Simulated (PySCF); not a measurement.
**Basis-set dependence of population analyses: OF2**

Species: OF2.
Cartesian coordinates in Å at the PBE0-D3(BJ)/def2-SVP level; atoms count from 1:
```
atom  x, y, z in Å
F1    -1.0932    0.2571    0.0000
O2     0.2641    0.5005    0.0000
F3     0.8292   -0.7576    0.0000
```

PBE0 throughout (PySCF), one geometry, spherical d and f functions. Isolated species at its PBE0-D3(BJ)/def2-SVP geometry, gas phase. Atoms taken as equivalent share a column and are averaged.

Mulliken charges (e):

| basis | functions | F1/F3 | O2 |
| --- | --- | --- | --- |
| STO-3G | 15 | -0.011 | +0.022 |
| 6-31G | 27 | -0.106 | +0.211 |
| pcSseg-0 | 27 | -0.088 | +0.176 |
| 6-31G* | 42 | -0.136 | +0.272 |
| def2-SVP | 42 | -0.093 | +0.186 |
| cc-pVDZ | 42 | -0.078 | +0.156 |
| pcSseg-1 | 51 | -0.109 | +0.217 |
| aug-cc-pVDZ | 69 | -0.197 | +0.393 |
| 6-311+G(2d,p) | 81 | +0.036 | -0.071 |
| cc-pVTZ | 90 | -0.067 | +0.134 |
| def2-TZVP | 93 | -0.057 | +0.115 |
| IGLO-III | 105 | -0.062 | +0.124 |
| pcSseg-3 | 216 | -0.112 | +0.225 |

IAO charges (e):

| basis | functions | F1/F3 | O2 |
| --- | --- | --- | --- |
| STO-3G | 15 | -0.027 | +0.054 |
| 6-31G | 27 | -0.077 | +0.155 |
| pcSseg-0 | 27 | -0.072 | +0.144 |
| 6-31G* | 42 | -0.087 | +0.175 |
| def2-SVP | 42 | -0.087 | +0.173 |
| cc-pVDZ | 42 | -0.086 | +0.173 |
| pcSseg-1 | 51 | -0.092 | +0.184 |
| aug-cc-pVDZ | 69 | -0.097 | +0.194 |
| 6-311+G(2d,p) | 81 | -0.096 | +0.192 |
| cc-pVTZ | 90 | -0.095 | +0.190 |
| def2-TZVP | 93 | -0.096 | +0.193 |
| IGLO-III | 105 | -0.097 | +0.193 |
| pcSseg-3 | 216 | -0.098 | +0.196 |

Task: Which scheme is steadiest as the basis changes?

Result: Largest range over the bases for any column: IAO 0.14 e, Mulliken 0.46 e. IAO charges move least and Mulliken charges most, counted in e. Without the minimal STO-3G basis the ranges are IAO 0.05, Mulliken 0.46 e.

Task: How much do the charges still move between the two largest bases, IGLO-III and pcSseg-3?

Result: At most, over all atoms: Mulliken 0.100 e, IAO 0.002 e.

Task: What do the same runs give for the total energy, the frontier levels and the dipole moment?

Result: 
```tsv
basis	energy (Eh)	HOMO (eV)	LUMO (eV)	μ (D)
STO-3G	-270.6148	-4.22	4.22	0.21
6-31G	-274.3243	-9.60	-2.19	0.20
pcSseg-0	-273.7533	-9.64	-2.10	0.17
6-31G*	-274.3819	-9.15	-1.36	0.17
def2-SVP	-274.1694	-9.48	-1.62	0.22
cc-pVDZ	-274.4049	-9.31	-1.62	0.25
pcSseg-1	-274.3707	-9.65	-1.96	0.28
aug-cc-pVDZ	-274.4351	-9.73	-2.18	0.28
6-311+G(2d,p)	-274.4868	-9.76	-2.16	0.28
cc-pVTZ	-274.5002	-9.52	-1.75	0.26
def2-TZVP	-274.5174	-9.64	-1.91	0.26
IGLO-III	-274.5203	-9.67	-2.04	0.26
pcSseg-3	-274.5331	-9.69	-2.00	0.27
```

The dipole is fixed by the density alone, so its range of 0.11 D shows that the density itself changes with the basis, not only its division among atoms.
